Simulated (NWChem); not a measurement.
# Ionisation of Al

```xyz
1

Al     0.0000     0.0000     0.0000
```
Charge 0, spin multiplicity 2.

All runs are NWChem calculations.

Basis set: def2-TZVPD. −ε marks an orbital energy of the parent.

B3LYP has NWChem's definition, with VWN1-RPA local correlation. No SCF solution was tested for a lower state.

Order these methods by the first vertical ionisation energy they give, lowest first: −ε(alpha HOMO) of B3LYP, −ε(alpha HOMO) of BHandHLYP, −ε(alpha HOMO) of TPSS, −ε(alpha HOMO) of PBE, G0W0@BHandHLYP.

−ε(alpha HOMO) of PBE (3.04 eV), −ε(alpha HOMO) of TPSS (3.22 eV), −ε(alpha HOMO) of B3LYP (3.59 eV), −ε(alpha HOMO) of BHandHLYP (4.45 eV), G0W0@BHandHLYP (5.92 eV)
